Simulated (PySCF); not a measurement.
Ligands exchanged one at a time, Al F-CH3. All species are isolated molecules in the gas phase. Strings in code marks are SMILES.

The S1 excitation (TDA) from two functionals at the same geometries (B3LYP-D3(BJ)/def2-TZVP), both in PySCF: PBE-D3(BJ)/def2-TZVP and TPSSh-D3(BJ)/def2-TZVP. Excitations are Tamm–Dancoff values on a coarser integration grid. The basis has no diffuse functions, so Rydberg states are missing or too high.

| species | TPSSh-D3(BJ)/def2-TZVP (eV) |
|---|---|
| 0 of 3 F replaced by CH3 (`[F][Al]([F])[F]`) | 8.09 |
| 1 of 3 F replaced by CH3 (`[CH3][Al]([F])[F]`) | 7.56 |
| 2 of 3 F replaced by CH3 (`[F][Al]([CH3])[CH3]`) | 6.04 |
| 3 of 3 F replaced by CH3 | 5.58 |

Task: What does PBE-D3(BJ)/def2-TZVP give for each?

Result: 
- 0 of 3 F replaced by CH3 (`[F][Al]([F])[F]`): 7.28
- 1 of 3 F replaced by CH3 (`[CH3][Al]([F])[F]`): 7.14
- 2 of 3 F replaced by CH3 (`[F][Al]([CH3])[CH3]`): 5.64
- 3 of 3 F replaced by CH3: 5.16
Over these rows, drawn at random from the members with no instability flagged (it was tested for open shells, ions and some series alone), PBE minus TPSSh-D3(BJ): mean -0.51 eV, from -0.81 eV to -0.41 eV.
